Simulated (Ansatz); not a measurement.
The parent structure is C in the diamond structure (space group Fd-3m, No. 227; a = 3.572 Å).

Calculations: Ansatz (a program for electronic structure) PBE, no SOC.

```csv
level,band gap,lattice parameter a
PBE,4.13 eV,3.572 Å
```

Measured: band gap 5.48 eV (0 K or low temperature; as listed in arXiv:1206.3780); lattice parameter a 3.553 Å (static lattice; corrected from measurement; as listed in Daniel Mejia-Rodriguez, S. B. Trickey, Phys. Rev. B (2018)).

Computed minus measured — band gap: PBE -1.35 eV; lattice parameter a: PBE +0.5 %. Measured values not marked as corrected hold thermal and zero-point effects that the static-lattice runs lack. A measured gap can be an optical one, lowered by exciton binding.

Whether these cells are dynamically stable was not tested.
